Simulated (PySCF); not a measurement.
## CF2: PBE0 against B3LYP

Base calculation in PySCF with density fitting and no spin–orbit coupling, PBE0/def2-TZVP (no relativity): singlet, C2v, C–F 1.296 Å (×2); F–C–F 104.8°; wavenumbers 682, 1160, 1262 cm⁻¹; dipole moment 0.69 D, gap between the highest occupied and lowest empty levels 6.53 eV, polar-tensor charge of C 0.86 e, atomisation energy (no zero-point energy) 1080 kJ/mol.

Question: What changes on going to B3LYP/def2-TZVP (no relativity)?

Answer: The point group stays the same. Changes: mean bond to C +0.008 Å, smallest bond angle 0.0 degrees, highest wavenumber -34 cm⁻¹, lowest wavenumber -12 cm⁻¹, dipole moment -0.06 D, gap between the highest occupied and lowest empty levels -0.56 eV, polar-tensor charge of C 0.00 e, atomisation energy (no zero-point energy) -11 kJ/mol. The new structure has C–F 1.304 Å (×2); F–C–F 104.8°, with wavenumbers 670, 1111, 1228 cm⁻¹.

Only the bonding shown was studied: isomers, or loss of a ligand pair, can lie lower.
